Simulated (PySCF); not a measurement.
**PO: energy against distance**

Set-up: P 3-21G, O 3-21G; no relativity (PySCF 2.14). Energies in eV from P + O in their ground configurations at the same level. State: ²Π (doublet), unpaired electrons π ↑.

```json
{"R (Å)": "1.352", "M06-2X": "-2.600"}
{"R (Å)": "1.415", "M06-2X": "-3.594"}
{"R (Å)": "1.478", "M06-2X": "-4.124"}
{"R (Å)": "1.525", "M06-2X": "-4.293"}
{"R (Å)": "1.572", "M06-2X": "-4.314"}
{"R (Å)": "1.619", "M06-2X": "-4.219"}
{"R (Å)": "1.682", "M06-2X": "-3.959"}
{"R (Å)": "1.761", "M06-2X": "-3.506"}
{"R (Å)": "1.855", "M06-2X": "-2.974"}
{"R (Å)": "1.981", "M06-2X": "-2.360"}
```

**Question.** Put a parabola through the three lowest points of the M06-2X curve and estimate Re, k and ωe (reduced mass 10.55 u; 1 eV/Å² = 0.16022 mdyn/Å; ωe = 1302.8·√(k/μ) cm⁻¹).

**Answer.** Through R = 1.525, 1.572, 1.619 Å the second-order coefficient is 26.3 eV/Å², so Re ≈ 1.557 Å, k ≈ 8.41 mdyn/Å and ωe ≈ 1163 cm⁻¹. A polynomial fit of higher order to the unrounded M06-2X energies gives Re = 1.555 Å, k = 9.14 mdyn/Å, ωe = 1212 cm⁻¹; anharmonicity and rounding make the difference.

The higher-order fit for each curve: M06-2X: Re = 1.555 Å, ωe = 1212 cm⁻¹, De = 4.32 eV.

⟨S²⟩ of the unrestricted solution departs from its pure value on part of the curve, where spin states mix. 3-21G is very small, so such numbers show the basis as much as the molecule. The state is the lowest determinant that a PBE0 search found; another state may lie lower at other levels.
